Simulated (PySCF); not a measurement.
## Sulfur: a sound run and one with changed settings

Sound run: S [Ne] 3s2 3p4, S+ [Ne] 3s2 3p3. All numbers are calculated (PySCF 2.14, the spin-free X2C one-electron Hamiltonian (Gaussian nucleus), in cc-pVDZ-DK (4s3p1d, 18 functions)). The sound run starts from symmetry-adapted Hartree-Fock orbitals and uses a fine grid where one is needed.

A second run was set up differently.

```csv
species,method,sound run (hartree),changed run (hartree),converged
S,UHF,-398.57668,-398.57668,yes
S,r2SCAN,-399.16381,-399.21251,yes
S,B3LYP,-399.21406,-399.22917,yes
S+,UHF,-398.23931,-398.23931,yes
S+,r2SCAN,-398.78456,-398.82796,yes
S+,B3LYP,-398.82928,-398.84211,yes
```

Ionisation energy of S:

```json
{"method": "UHF", "sound run (eV)": "9.180", "changed run (eV)": "9.180"}
{"method": "r2SCAN", "sound run (eV)": "10.320", "changed run (eV)": "10.464"}
{"method": "B3LYP", "sound run (eV)": "10.470", "changed run (eV)": "10.532"}
```

(1) What was changed?
A. a valence shell is frozen
B. minimal basis
C. radial grid too coarse
D. too few SCF iterations

Results:

(1) C. It used radial step 0.5 in ln r (0.13 in the sound run). A coarse radial grid mis-integrates the density and the exchange-correlation energy, with errors of either sign; Hartree-Fock needs no grid.
